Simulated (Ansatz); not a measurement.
```yaml
crystal:
  periodic: [false, false, false]
  atoms:
    - {symbol: B, position_ang: [0.000000, 0.000000, -1.540710]}
    - {symbol: B, position_ang: [0.000000, 0.000000, -0.067697]}
    - {symbol: Cl, position_ang: [0.000000, 0.000000, 1.608407]}
basis:
  gaussian: {orbitals: def2-TZVP}
magnetization: {spin_polarized: true, initial_magnetization: 3}
hamiltonian: {xc: pbe0}
relax: {f_tol: 0.004, max_steps: 80}
```

```sh
$ ansatz run in.yaml --threads 1 --pin off --events-out ev --progress --plain --max-ram 2176MiB
```

Steps of the relaxation (energy above the last step; positions in Å, forces in eV/Å):

```
3
step 1, 34.7 meV
B     0.000    0.000   -1.541    0.000    0.000   -1.615
B     0.000    0.000   -0.068    0.000    0.000    1.393
Cl    0.000    0.000    1.608    0.000    0.000    0.222
```

```
3
step 2, 2.4 meV
B     0.000    0.000   -1.563    0.000    0.000   -0.389
B     0.000    0.000   -0.058    0.000    0.000    0.275
Cl    0.000    0.000    1.621    0.000    0.000    0.114
```

```
3
step 3, 0.0 meV
B     0.000    0.000   -1.571    0.000    0.000   -0.015
B     0.000    0.000   -0.055    0.000    0.000   -0.024
Cl    0.000    0.000    1.627    0.000    0.000    0.038
```

```
3
step 4, 0.0 meV
B     0.000    0.000   -1.572    0.000    0.000    0.000
B     0.000    0.000   -0.056    0.000    0.000    0.000
Cl    0.000    0.000    1.628    0.000    0.000    0.000
```

Close pairs at the end: B1–B2 1.516 Å, B2–Cl3 1.683 Å.

A stationary point of unrestricted PBE0 after 4 steps, with ⟨S²⟩ = 3.752 against 3.75 for a pure state; no frequencies were run, so it isn't proven a minimum. 9.5 s on 1 thread of Intel Xeon Platinum 8375C, shared host.
